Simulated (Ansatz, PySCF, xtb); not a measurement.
Homolysis of single bonds, series Sn NH2-H. Isolated molecules, 0 K electronic values unless said otherwise. One relaxed conformer stands for each flexible species; it need not be the lowest. Strings in code marks are SMILES.

Quantity: homolytic bond dissociation enthalpy at 298 K (no spin–orbit term), in eV. Thermal and zero-point terms are GFN2-xTB rigid-rotor harmonic values (xtb).

Level 1: frozen-core MP2/def2-TZVPP // B3LYP-D3(BJ)/def2-TZVP (Ansatz, a first-principles code)
Level 2: PBE/6-31G* (LANL2DZ on Sn) // B3LYP-D3(BJ)/def2-TZVP (PySCF)
Level 3: SVWN5/6-31G* (LANL2DZ on Sn) // B3LYP-D3(BJ)/def2-TZVP (PySCF)
Level 4: frozen-core MP2/6-31G* (LANL2DZ on Sn) // B3LYP-D3(BJ)/def2-TZVP (PySCF)

```tsv
species	level 2	level 3	level 4
N–Sn bond of `[NH2][SnH3]`, giving `[NH2]` and `[SnH3]`	3.06	3.73	3.13
N–Sn bond of `[NH2][SnH]([NH2])[NH2]`, giving `[NH2]` and `[NH2][SnH][NH2]`	3.08	3.79	3.50
```

**Question.** What does level 1 give for each?

**Answer.** 
- N–Sn bond of `[NH2][SnH3]`, giving `[NH2]` and `[SnH3]`: 3.34
- N–Sn bond of `[NH2][SnH]([NH2])[NH2]`, giving `[NH2]` and `[NH2][SnH][NH2]`: 3.49
